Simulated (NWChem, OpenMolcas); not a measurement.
**CH3N (methanimine): methods side by side**

CH3N has 5 atoms, charge 0, and is taken as a singlet. As SMILES, `C=N`. The coordinates come from a PBE0-D4/def2-TZVP relaxation.

Each level gives the dipole moment (D). The values are calculated.

**What was measured.** NIST CCCBDB gives the dipole moment of the gas as 2.00 D.

| level | kind | program | value (D) | computed − measured | CPU time |
| --- | --- | --- | --- | --- | --- |
| HF/cc-pVTZ | Hartree–Fock | NWChem | 2.17 | +0.17 | 15 s |
| BLYP/cc-pVTZ | GGA | NWChem | 1.84 | -0.16 | 17 s |
| PBE/cc-pVTZ | GGA | NWChem | 1.83 | -0.17 | 17 s |
| M06-L/cc-pVTZ | meta-GGA | NWChem | 1.87 | -0.13 | 17 s |
| B3LYP/cc-pVTZ | global hybrid | OpenMolcas | 1.93 | -0.07 | 32 s |
| BHLYP/cc-pVTZ | global hybrid | NWChem | 2.04 | +0.04 | 11 s |
| M06-2X/cc-pVTZ | hybrid meta-GGA | NWChem | 1.99 | -0.01 | 51 s |
| wB97X/cc-pVTZ | range-separated hybrid | NWChem | 2.01 | +0.01 | 4 min |

Nearest: M06-2X/cc-pVTZ (-0.01 D), wB97X/cc-pVTZ (+0.01 D); farthest: HF/cc-pVTZ (+0.17 D). The measured dipole is a vibrational average, so differences of a few hundredths of a debye mean little. Computed less measured by kind, in D (cc-pVTZ rows): Hartree–Fock +0.17; GGA -0.17 to -0.16; meta-GGA -0.13; global hybrid -0.07 to +0.04; range-separated hybrid +0.01. CPU times are rough (shared hosts, several kinds of processor): they show what a rung costs within a factor of a few.
